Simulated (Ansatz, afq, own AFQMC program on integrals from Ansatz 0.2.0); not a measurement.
# CH5B, triplet in cc-pVDZ, levels against CCSDT(Q)

```
atom    x (Å)    y (Å)    z (Å)
   B  -1.3349   0.0000   0.0000
   H  -1.9316   1.0336   0.0000
   H  -1.9316  -1.0336   0.0000
   H  -0.1414   0.0000   0.0000
   C   1.2571   0.0000   0.0000
   H   1.6716   0.0000   0.9962
   H   1.6716   0.0000  -0.9962
```

Basis cc-pVDZ. Noble-gas cores (and the filled d shells of Ga–Kr and In–Xe) are frozen. Ansatz 0.2.0 and our own AFQMC program on the same integrals; the CISD trial comes from CCSD amplitudes, and released means the phaseless constraint is let go. Error bars are statistical, one sigma.

Determinant: UHF, the one that the program's search chose, which needn't be the lowest solution. The geometry is a point of a scan.

No full CI on the walks' own integrals is used here; CCSDT(Q) serves as the reference and is uncertain by about the last step of the cluster series.

Cautions: lower spins were not checked.

```
T1 diagnostic                               : 0.0116
weight of the determinant in the CISD state : 0.894
⟨S²⟩ of the determinant                     : 2.027
size of the correlated space                : 12 electrons in 51 orbitals
```

Reference: CCSDT(Q), correlation energy -6.797 eV. The released energy is read at 2.40 1/Eh (meV from the phaseless value at times in 1/Eh: -2.7 ± 2.4 at 0.24, -4.8 ± 1.8 at 0.51, -3.9 ± 1.4 at 0.99, -6 ± 3 at 1.62, -3.3 ± 2.4 at 2.40).

```tsv
level	E − E(reference) (mEh)	share of correlation (%)
HF	249.80	0.00
MP2	49.61	80.14
CCSD	5.79	97.68
CCSD(T)	1.11	99.55
CCSDT	0.19	99.92
ph-AFQMC/CISD	0.13 ± 0.12	99.95
released AFQMC	0.01 ± 0.09	100.00
```

A walk keeps the symmetry of its determinant, which the program's search chose and which needn't be the lowest solution, so a lower state of the same spin and another symmetry isn't excluded. Released energies are given only where the last usable release times agree within the noise; a slower fall can still hide under it.
